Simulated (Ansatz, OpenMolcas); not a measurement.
**Heat of formation of CH2O2 (SMILES O=CO) from total energies**

The species is CH2O2 (5 atoms), meant as a singlet with charge 0. As SMILES, `O=CO`. The coordinates come from a PBE0-D4/def2-TZVP relaxation. This is one conformer, not always the lowest.

Total energies at B3LYP/cc-pVTZ (OpenMolcas 26.06); the atoms run unrestricted:

```tsv
species	state	energy (Eh)
CH2O2	singlet	-189.840562
O	triplet	-75.091863
C	triplet	-37.858574
H	doublet	-0.502156
```

Harmonic wavenumbers at PBE0-D4/def2-TZVP, in cm⁻¹: 636, 693, 1063, 1150, 1317, 1404, 1854, 3064, 3765.

Measured heats of formation of the gaseous atoms at 298.15 K, in kJ/mol: O 249.2, C 716.9, H 218.0. Spin-orbit lowering of the atoms at 298 K (mean of the ground term's levels less their thermal mean, from spectra), in kJ/mol: O 0.40, C 0.02. Take 1 Eh = 2625.50 kJ/mol, 1 cm⁻¹ = 0.0119627 kJ/mol, RT = 2.479 kJ/mol.

**Question.** What heat of formation follows?

**Answer.** 
1. Electronic atomisation energy: 2 × (-75.091863) + (-37.858574) + 2 × (-0.502156) − (-189.840562) = 0.793950 Eh = 2084.5 kJ/mol.
2. Zero-point energy: half the sum of the wavenumbers, 7473 cm⁻¹ = 89.4 kJ/mol.
3. Thermal vibrational enthalpy, Σ hcν̃/(exp(hcν̃/kT) − 1): 0.9 kJ/mol. Translation, rotation and pV of a non-linear molecule: 4 RT = 9.9 kJ/mol.
4. The 5 free atoms carry 5/2 RT each: 31.0 kJ/mol.
5. Spin-orbit coupling lowers the free atoms by 2 × 0.40 + 0.02 = 0.8 kJ/mol.
6. Atomisation enthalpy at 298 K: 2084.5 − 0.8 − 89.4 − 0.9 − 9.9 + 31.0 = 2014.5 kJ/mol.
7. Sum of the atoms' heats of formation: 1651.3 kJ/mol. Heat of formation: 1651.3 − 2014.5 = -363.2 kJ/mol.

The tabulated value is -378.7 kJ/mol (CRC Handbook of Chemistry and Physics), so this level is off by +15.5 kJ/mol, or 0.8 % of the atomisation enthalpy. Anharmonicity and any spin-orbit splitting of the molecule are left out.
